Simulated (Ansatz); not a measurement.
System: bcc Mo. Method: LDA in Ansatz (PAW).

Numerical settings: plane-wave cutoff 520 eV, 20×20×20 k mesh, Fermi–Dirac smearing 0.1 eV, perturbation theory, no spin polarisation, scalar-relativistic PAW data made under PBE.

Computed at the level's own relaxed cell.

Space group Im-3m (No. 229); a = 3.1114 Å, b = 3.1114 Å, c = 3.1114 Å, α = 90.00°, β = 90.00°, γ = 90.00°

```
atom  site  symmetry       x       y       z
----  ----  --------  ------  ------  ------
Mo      2a      m-3m  0.0000  0.0000  0.0000
```
(The calculation used a cell of 1 atom; values per cell refer to that cell.)

Harmonic phonon frequencies (cm⁻¹; i marks an imaginary mode):

| q point | frequencies |
|---|---|
| H | 177 177 177 |
| N | … |
| P | 217 217 217 |

**Question.** Fill in the missing entries.

**Answer.** 
- N, frequencies: 158 198 273

No imaginary mode appears at these points.

Ansatz is a quantum-chemistry and plane-wave program.
